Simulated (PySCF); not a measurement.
Static response to an electric field

C3H6OS.
Cartesian coordinates in Å at the GFN2-xTB level; atoms count from 1:
```xyz
11
C3H6OS angstrom
C      1.873   -0.152   -0.257
C      0.789    0.531   -0.552
S     -0.427    0.912    0.749
C     -1.695   -0.245    0.043
O      0.073    0.277    1.967
H      2.637   -0.398   -0.975
H      2.014   -0.495    0.757
H      0.547    0.938   -1.519
H     -1.271   -1.240   -0.025
H     -1.991    0.122   -0.932
H     -2.545   -0.248    0.718
```

Level: PBE0/def2-SVPD (PySCF), static field, nuclei fixed, core orbitals frozen in the response. The polarisability tensor in these axes (au):

```
x   76.54 -3.42 -1.82
y   -3.42 52.30  0.74
z   -1.82  0.74 59.95
```

Give the principal values, the mean and the anisotropy Δα = √{½[(α1 − α2)² + (α2 − α3)² + (α1 − α3)²]}.

Principal values 51.79, 59.77 and 77.22 au; mean 62.93 au = 9.32 Å³ = 10.38 × 10⁻⁴⁰ C²·m²/J; Δα = 22.53 au (36 % of the mean).

What is the dipole moment, and where does it point?

(-0.86, -0.27, -3.54) D, 3.65 D in size, pointing from the negative to the positive side. Measured along this direction, the outermost atoms are O5 at the negative end and H10 and H8 at the positive end.

Refractivity n − 1 of an ideal gas of it at 500 K and 1 atm, from the electronic α?

N = p/kT = 1.4678 × 10¹⁹ cm⁻³, so n − 1 = 2π × N × 9.32 × 10⁻²⁴ cm³ = 860 × 10⁻⁶ at long wavelengths, for an ideal gas.

Sum over states: ᾱ = Σ f/ω², ω in Eh. What share falls to these 8 lowest TDDFT singlets (eV, f)? 5.12, 0.0591; 6.01, 0.0055; 6.16, 0.0148; 6.40, 0.0490; 6.53, 0.0360; 7.05, 0.0055; 7.08, 0.0676; 7.35, 0.1230.

They add up to 6.35 au, 10.1 % of the 62.93 au; the largest single term is 1.69 au, from the state at 7.35 eV. Terms in order: 1.67, 0.11, 0.29, 0.88, 0.63, 0.08, 1.00, 1.69 au. Higher excitations give the rest. The strengths listed sum to 0.361.

Orientational against electronic polarisability at 298 K (dilute gas, rigid molecules)?

In Gaussian units μ²/3kT = 108.21 Å³ against 9.32 Å³, a ratio of 11.60; the Debye molar polarisation (4π/3)N_A(α + μ²/3kT) is 296.5 cm³/mol, leaving out the vibrational part.

One conformer (not necessarily the lowest) at the GFN2-xTB geometry, without solvent, vibrations or thermal averaging.
